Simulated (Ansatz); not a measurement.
in.yaml

```yaml
crystal:
  periodic: [false, false, false]
  atoms:
    - {symbol: B, position_ang: [0.000000, 0.000000, 0.000000]}
    - {symbol: As, position_ang: [0.000000, 0.000000, 1.967500]}
basis:
  gaussian: {orbitals: cc-pVDZ}
total_charge: 1
magnetization: {spin_polarized: true, initial_magnetization: 3}
correlation: {method: ccsd, electrons: all}
accuracy: high
frozen_core: true
```

```sh
$ ansatz run in.yaml --threads 1 --pin off --events-out ev --progress --plain --max-ram 2393MiB
```

(1) How does this run end?

## Answers

(1) Refused. The input was made wrong on purpose (unknown input key), so the run isn't a sound calculation of what was asked.
```
Error: YAML parse error: error: line 12 column 1: unknown field `frozen_core`, expected one of crystal, accuracy, basis, kpoints, hamiltonian, magnetization, projection, total_charge, correlation, batch, efield, external_charges, scf, relax, neb, saddle, md, ramp, phonons, dielectric, real_time, elastic, magnetic_configurations, gw, evaluate, workflow, output, checkpoint, execution
  --> <input>:12:1
   |
10 | correlation: {method: ccsd, electrons: all}
11 | accuracy: high
12 | frozen_core: true
   | ^ unknown field `frozen_core`, expected one of crystal, accuracy, basis, kpoints, hamiltonian, magnetization, projection, total_charge, correlation, batch, efield, external_charges, scf, relax, neb, saddle, md, ramp, phonons, dielectric, real_time, elastic, magnetic_configurations, gw, evaluate, workflow, output, checkpoint, execution
```
